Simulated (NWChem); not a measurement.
# One shape, several levels: CH3Cl (chloromethane)

Wanted: a comparison of 6 runs (HF/def2-SVP, HF/def2-TZVPP, BP86/6-31G*, B3LYP/6-31G*, BP86/pcseg-1, PBE0/def2-SVP) of CH3Cl (chloromethane). 

Program for the calculation: NWChem 7.3.0.

1 further run of the same task is left out (set aside as unsound or not needed).

## 1. Starting point

CH3Cl: 5 atoms, total charge 0, spin state singlet. SMILES: `CCl`. The shape is that of a PBE0-D4/def2-TZVP optimisation.

Bond lengths: C1–Cl2 1.773 Å, C1–H3 1.087 Å, C1–H4 1.088 Å, C1–H5 1.088 Å. Angles: Cl2–C1–H3 108.7°, Cl2–C1–H4 108.7°, Cl2–C1–H5 108.6°, H3–C1–H4 110.3°, H3–C1–H5 110.3°, H4–C1–H5 110.3°.

## 2. Energy and forces at HF/def2-SVP (run 1)

File ch3cl.nw:

```
start ch3cl
title "CH3Cl hf"
memory stack 880 mb heap 220 mb global 1100 mb
charge 0

geometry noautosym nocenter noautoz
  C    -0.120900    0.010000    0.051300
  Cl    1.469400   -0.290800   -0.672500
  H    -0.284800   -0.715400    0.844700
  H    -0.880000   -0.097100   -0.720100
  H    -0.133800    1.019700    0.455100
end

basis spherical bse
  C library def2-SVP
  Cl library def2-SVP
  H library def2-SVP
end

scf
  thresh 1e-08
  maxiter 80
  print medium
end

task scf gradient
```

Started as:

```bash
$ nwchem ch3cl.nw > ch3cl.out
```

Output:

```text
[...]
  functions       =    47
[...]
  wavefunction    = RHF
[...]
         Total SCF energy =   -498.934849019457
      One-electron energy =   -790.375182851761
      Two-electron energy =    239.902042945573
 Nuclear repulsion energy =     51.538290886730
        Time for solution =      0.9s
[...]
                         RHF ENERGY GRADIENTS
    atom               coordinates                        gradient
                 x          y          z           x          y          z
   1 C      -0.228468   0.018897   0.096943    0.004790  -0.000956  -0.002120
   2 Cl      2.776763  -0.549532  -1.270841   -0.004729   0.000901   0.002151
   3 H      -0.538194  -1.351910   1.596252    0.000233  -0.001280   0.001066
   4 H      -1.662959  -0.183492  -1.360792   -0.000782  -0.000271  -0.001539
   5 H      -0.252845   1.926954   0.860014    0.000487   0.001606   0.000441
[...]
```

Wall time 1.8 s (1 thread of AMD EPYC 9R45 (Zen 5), shared host); peak memory 0.1 GiB.

## 3. Energy and forces at HF/def2-TZVPP (run 2)

File ch3cl.nw:

```
start ch3cl
title "CH3Cl"
memory stack 880 mb heap 220 mb global 1100 mb

geometry units angstrom noautosym nocenter noautoz
C    -0.120900    0.010000    0.051300
Cl    1.469400   -0.290800   -0.672500
H    -0.284800   -0.715400    0.844700
H    -0.880000   -0.097100   -0.720100
H    -0.133800    1.019700    0.455100
end

basis spherical bse
* library def2-TZVPP
end

scf
thresh 1e-08
maxiter 80
print medium
end

task scf gradient
```

Started as:

```bash
$ nwchem ch3cl.nw > ch3cl.out
```

Output:

```text
[...]
  functions       =   115
[...]
  wavefunction    = RHF
[...]
         Total SCF energy =   -499.140953392381
      One-electron energy =   -790.578584082154
      Two-electron energy =    239.899339803042
 Nuclear repulsion energy =     51.538290886730
        Time for solution =     10.7s
[...]
                         RHF ENERGY GRADIENTS
    atom               coordinates                        gradient
                 x          y          z           x          y          z
   1 C      -0.228468   0.018897   0.096943    0.009725  -0.001886  -0.004369
   2 Cl      2.776763  -0.549532  -1.270841   -0.002582   0.000495   0.001174
   3 H      -0.538194  -1.351910   1.596252   -0.001334  -0.005042   0.005636
   4 H      -1.662959  -0.183492  -1.360792   -0.005539  -0.000716  -0.005360
   5 H      -0.252845   1.926954   0.860014   -0.000270   0.007149   0.002919
[...]
```

It took 16 s on 1 thread of AMD EPYC 9R45 (Zen 5), shared host; peak memory 0.12 GiB.

Runs 3 to 5 aren't shown in full; the table further down has their settings and results.

## 4. Energy and gradient at PBE0/def2-SVP (run 6)

File run.py:

```python
from ase import Atoms
from ase.calculators.nwchem import NWChem

mol = Atoms(['C', 'Cl', 'H', 'H', 'H'], positions=[
    [-0.120900, 0.010000, 0.051300],
    [1.469400, -0.290800, -0.672500],
    [-0.284800, -0.715400, 0.844700],
    [-0.880000, -0.097100, -0.720100],
    [-0.133800, 1.019700, 0.455100],
])

calc = NWChem(
    label='job',
    theory='dft',
    memory='2200 mb',
    basis='def2-SVP',
    basispar='spherical bse',
    dft={'xc': 'pbe0', 'mult': '1', 'grid': 'xfine', 'convergence': 'energy 1e-08', 'iterations': '100', 'mulliken': None},
)
mol.calc = calc

forces = mol.get_forces()
e = mol.get_potential_energy()
print(f"E = {e:.6f} eV")
print("forces (eV/A):")
for s, f in zip(mol.symbols, forces):
    print(f"{s:2s} {f[0]:10.5f} {f[1]:10.5f} {f[2]:10.5f}")
print("dipole (e A):", mol.get_dipole_moment().round(4))
```

Started as:

```bash
$ export ASE_NWCHEM_COMMAND="nwchem PREFIX.nwi > PREFIX.nwo"
$ python run.py
```

Output:

```text
E = -13598.303018 eV
forces (eV/A):
C     0.29830   -0.05410   -0.13874
Cl    0.11467   -0.02201   -0.05214
H    -0.09539   -0.20111    0.25176
H    -0.26559   -0.02185   -0.19916
H    -0.05194    0.29902    0.13822
dipole (e A): [-0.3504  0.0663  0.1595]
```

The calculator wrote job.nwi:

```
title "job"

permanent_dir job

scratch_dir job

start job

geometry units angstrom nocenter noautosym noautoz
  C  -1.2089999999999999e-01 1.0000000000000000e-02 5.1299999999999998e-02
  Cl 1.4694000000000000e+00 -2.9080000000000000e-01 -6.7249999999999999e-01
  H  -2.8480000000000000e-01 -7.1540000000000004e-01 8.4470000000000001e-01
  H  -8.8000000000000000e-01 -9.7100000000000006e-02 -7.2009999999999996e-01
  H  -1.3380000000000000e-01 1.0197000000000001e+00 4.5510000000000000e-01
end

memory 2200 mb

basis spherical bse noprint
   * library def2-SVP
end

dft
  xc pbe0
  mult 1
  grid xfine
  convergence energy 1e-08
  iterations 100
  mulliken
end

task dft gradient
```

job.nwo:

```text
Northwest Computational Chemistry Package (NWChem) 7.3.0
             --------------------------------------------------------

           Job information
           ---------------

    nwchem branch   = 7.3.0
    use scalapack   = T
    input           = job.nwi
    prefix          = job.
    data base       = job/job.db
    status          = startup
    nproc           =        1

           Memory information
           ------------------

[... 5 lines left out ...]
    hardfail = no
[... 97 lines left out ...]
  convergence criterion.
[... 41 lines left out ...]
          Spatial weights used:  Erf1
[... 32 lines left out ...]
 1-e energy   =    -788.841188
[... 44 lines left out ...]
           Coulomb energy =      273.938718539170
[... 405 lines left out ...]
          Convergence on density requested:  1.00D-05
[... 27 lines left out ...]
          total energy or number of iterations.
[... 36 lines left out ...]
                 ----------------------------------------
                 |  Time  |  1-e(secs)   |  2-e(secs)   |
                 ----------------------------------------
                 |  CPU   |       0.00   |       0.25   |
                 ----------------------------------------
                 |  WALL  |       0.00   |       0.25   |
                 ----------------------------------------

 Task  times  cpu:        3.7s     wall:        3.7s
 Total times  cpu:        3.7s     wall:        3.7s
```

It took 4.5 s on 1 thread of AMD EPYC 9R45 (Zen 5), shared host; peak memory 0.13 GiB.

## 5. Overview of the runs

```
run                               level  iteration cap  module  energy (Eh)  dipole moment (D)  HOMO energy (eV)  LUMO energy (eV)  wall time
  1                         HF/def2-SVP             80     scf  -498.934849               2.09            -11.65              4.72      1.8 s
  2                       HF/def2-TZVPP             80     scf  -499.140953               2.08            -11.81              3.89       16 s
  3   BP86/6-31G* (spherical functions)            100     dft  -500.127940               1.98                 –                 –      4.5 s
  4  B3LYP/6-31G* (Cartesian functions)            100     dft  -500.108162               2.01             -8.05              0.98      4.5 s
  5                        BP86/pcseg-1            100     dft  -500.128981               2.00             -7.17             -0.31      5.4 s
  6                       PBE0/def2-SVP            100     dft  -499.728423               1.88             -8.18              1.45      4.5 s
```

## 6. Outcome

| quantity | value |
| --- | --- |
| run 6: total energy | -499.72842 Eh |
| run 6: dipole moment | 1.88 D |
| run 6: HOMO energy | -8.18 eV |
| run 6: LUMO energy | 1.45 eV |
| run 6: HOMO–LUMO gap | 9.62 eV |
| run 6: largest force on an atom | 0.336 eV/Å |

What this shows: The dipole moment (its size) runs from 1.88 D (PBE0/def2-SVP) to 2.09 D (HF/def2-SVP). Over runs 1, 2, 4, 5, 6 the HOMO–LUMO gap runs from 6.86 eV (BP86/pcseg-1) to 16.37 eV (HF/def2-SVP). The two ends differ in method and basis. Totals of different functionals can't be ranked against each other. All runs together took 36 s, the longest 16 s.
